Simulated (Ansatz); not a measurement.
Z-matrix (Å, degrees):
```
Si
H 1 1.4954
H 1 1.4954 2 111.23
H 1 1.4954 2 111.23 3 124.60
```
Charge 0, spin multiplicity 2.

Calculation: frozen-core CCSD(T)/cc-pVTZ // PBE-D3(BJ)/def2-TZVP run with Ansatz (a quantum-chemistry and plane-wave program).

```yaml
HF energy: -290.64005 Ha
MP2 correlation energy: -0.11650 Ha
```

Problem. Estimate the CCSD correlation energy, the (T) correction, the total energy and the T1 diagnostic.

Solution. 
```json
{
 "CCSD correlation energy": "-0.14280 Ha",
 "(T) correction": "-0.00353 Ha",
 "CCSD(T) total energy": "-290.78638 Ha",
 "T1 diagnostic": "0.015"
}
```
